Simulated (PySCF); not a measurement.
Telling isomers of C$_{10}$H$_{8}$ apart by NMR

All values are calculated (PySCF 2.14.0 with density-fitted response routines): structure optimised with GFN2-xTB, shielding tensors at PBE0/pcSseg-1 (GIAO). Isolated molecule, a single conformation, rapidly exchanging positions averaged, non-relativistic Hamiltonian.

Chemical shifts δ = σref − σ; TMS for ¹H (σref 31.72), ¹³C (σref 186.93), all at this level. Where no couplings were computed, multiplicities follow the n + 1 count of equivalent neighbours, and m marks all less simple cases (inequivalent or close neighbours, rings, F or P nearby). Shifts are as computed. Against solution values, carbons near 30 ppm lie about +3 ppm off and those near 130 ppm about +5 ppm. Of 1211 compounds with measured shifts, 218 miss one by over three times the rms of a fit or turn the order of signals round; such compounds aren't used in these exercises.

(1) Tabulate the signals of `c1ccc2ccccc2c1`, `C#Cc1ccc2c(c1C)C2`, `C#Cc1ccccc1C=C` and their relative energies.

(2) What is the quickest way to tell C#Cc1ccc2c(c1C)C2 from C#Cc1ccccc1C=C?

(3) What is the quickest way to tell c1ccc2ccccc2c1 from C#Cc1ccc2c(c1C)C2?

(4) What is the quickest way to tell c1ccc2ccccc2c1 from C#Cc1ccccc1C=C?

Answers

(1) 
| SMILES | carbon types | δC | δH | E rel. (kcal/mol) |
| --- | --- | --- | --- | --- |
| c1ccc2ccccc2c1 | 2×C 8×CH | 137.2, 134.0, 131.5 | 8.17 (d, 4H), 7.86 (m, 4H) | 0.0 |
| C#Cc1ccc2c(c1C)C2 | 5×C 3×CH 1×CH2 1×CH3 | 143.2, 134.1, 133.5, 130.1, 127.4, 116.0, 90.4, 88.7, 22.8, 20.5 | 7.77 (d, 1H), 7.36 (d, 1H), 3.44 (s, 2H), 2.99 (s, 1H), 2.64 (s, 3H) | 108.8 |
| C#Cc1ccccc1C=C | 3×C 6×CH 1×CH2 | 145.1, 143.1, 141.2, 134.3, 133.1, 128.4, 125.7, 120.9, 93.0, 87.2 | 8.01 (d, 1H), 7.92 (d, 1H), 7.79 (m, 1H), 7.60 (m, 1H), 7.48 (m, 1H), 6.22 (m, 1H), 5.73 (m, 1H), 3.10 (s, 1H) | 66.4 |

Energies are electronic energies at PBE0/pcSseg-1 on these geometries, without zero-point or thermal terms, each for the one conformer computed, which needn't be the lowest.

(2) Both give the same number of carbon signals, but DEPT or the intensities differ. The first has a three-membered-ring carbon (CH2) at 22.8 ppm, the second a terminal =CH2 carbon at 120.9 ppm. Their most deshielded carbons lie at 143.2 and 145.1 ppm.

(3) Count the carbon signals: 3 against 10. The first has an aromatic CH at 131.5 ppm, the second a three-membered-ring carbon (CH2) at 22.8 ppm. Their most deshielded carbons lie at 137.2 and 143.2 ppm. In the proton spectra the most deshielded non-exchanging signals are 8.17 (d, 4H) and 7.77 (d, 1H).

(4) Count the carbon signals: 3 against 10. The first has a ring-fusion aromatic carbon (C) at 137.2 ppm, the second a terminal =CH2 carbon at 120.9 ppm. Their most deshielded carbons lie at 137.2 and 145.1 ppm.
